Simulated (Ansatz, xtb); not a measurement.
Species: C₂H₆N, net charge 0, doublet state. It need not be the lowest isomer of its formula. 
Structure (B3LYP-D3(BJ)/def2-TZVP (Ansatz, a first-principles code) minimum search):
```
N
H 1 1.0087
C 1 1.3821 2 114.76
H 3 1.0801 1 117.00 2 33.44
H 3 1.0812 4 119.04 1 -149.23
C 1 1.4488 2 114.11 3 -142.72
H 6 1.0899 1 109.72 2 -45.31
H 6 1.0918 7 108.03 1 118.94
H 6 1.0982 7 108.88 8 116.98
```
Charge 0, spin multiplicity 2.

Harmonic wavenumbers from GFN2-xTB (xtb, at its own minimum), cm⁻¹: 173, 304, 393, 590, 687, 974, 1020, 1096, 1202, 1291, 1365, 1414, 1453, 1477, 1492, 2875, 3002, 3016, 3108, 3154, 3386.

### Question
Give the harmonic wavenumbers at B3LYP-D3(BJ)/def2-TZVP (Ansatz, finite differences of forces, unscaled).

### Answer
197, 328, 391, 599, 636, 962, 1043, 1138, 1250, 1299, 1450, 1473, 1484, 1501, 1536, 2973, 3060, 3107, 3143, 3253, 3572 cm⁻¹. Zero-point energy 49.2 kcal/mol.

### Question
From these and the geometry, give the ideal-gas thermochemistry at 298.15 K and 1 atm (rigid rotor, harmonic oscillator).

### Answer
Point group C1, rotational symmetry number 1. Rotational constants 43.11, 9.784, 8.504 GHz. S(trans) 37.28, S(rot) 22.02, S(vib) 5.63, S(elec, spin only) 1.38, S 66.3 cal/(mol K). H(298) - H(0) 3.45 kcal/mol; G - E(el) 32.9 kcal/mol.
